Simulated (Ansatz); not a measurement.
# CHClF radical: functionals against CCSD(T) at one geometry

The task here is to estimate one member of a computed series from the others.

Computed with Ansatz 0.2.0, Gaussian basis. Level: single points in def2-TZVPP.

Correlated methods freeze the cores. Orbitals are unrestricted.

### Where the work starts

4 atoms, charge 0, spin multiplicity 2.

Atoms are counted from 1 here; the program's logs count them from 0.

Bond lengths: F1–C2 1.312 Å, C2–Cl3 1.695 Å, C2–H4 1.088 Å. Angles: F1–C2–Cl3 115.9°, F1–C2–H4 115.0°, Cl3–C2–H4 117.9°.

Coordinates:

```csv
atom,x (Å),y (Å),z (Å)
F1,-1.2464,-0.1500,-0.3026
C2,-0.0568,0.1598,0.1546
Cl3,0.9801,-1.1445,0.4634
H4,0.3760,1.0654,-0.2648
```

Set-up of the first run:

Input file run/in.yaml:

```yaml
crystal:
  periodic: [false, false, false]
  atoms:
    - {symbol: F, position_ang: [-1.246400, -0.150000, -0.302600]}
    - {symbol: C, position_ang: [-0.056800, 0.159800, 0.154600]}
    - {symbol: Cl, position_ang: [0.980100, -1.144500, 0.463400]}
    - {symbol: H, position_ang: [0.376000, 1.065400, -0.264800]}
basis:
  gaussian: {orbitals: def2-TZVPP}
magnetization: {spin_polarized: true, initial_magnetization: 1}
correlation: {method: ccsd_t}
scf: {omitted_lower_state_checks: [cluster_reference]}
output: {forces: true}
```

The command line of these runs was not kept.

Among the steps run: CCSD(T)/def2-TZVPP; PBE0-D4/def2-TZVPP; wB97M-V/def2-TZVPP; r2SCAN-D4/def2-TZVPP; PBE-D4/def2-TZVPP; B97M-V/def2-TZVPP; BLYP-D4/def2-TZVPP.

One table of the session follows, with a row left open; its other results are not shown here.

| method | RMS force component (eV/Å) | angle to CCSD(T) forces (°) | dipole (D) |
| --- | --- | --- | --- |
| CCSD(T) | 0.437 | reference | 1.12 |
| PBE0-D4 | 0.250 | 11.1 | 1.11 |
| wB97M-V | 0.369 | 9.0 | 1.10 |
| r2SCAN-D4 | 0.409 | 5.5 | 1.09 |
| PBE-D4 | 0.511 | 19.5 | 1.00 |
| B97M-V | ? | ? | ? |
| BLYP-D4 | 0.695 | 15.9 | 1.00 |

Q: Estimate the row for B97M-V from the others.

The run gave: RMS force component (eV/Å): 0.336; angle to CCSD(T) forces (°): 16.0; dipole (D): 1.04. In the column «RMS force component (eV/Å)» it lies between PBE0-D4 (0.250) and wB97M-V (0.369).
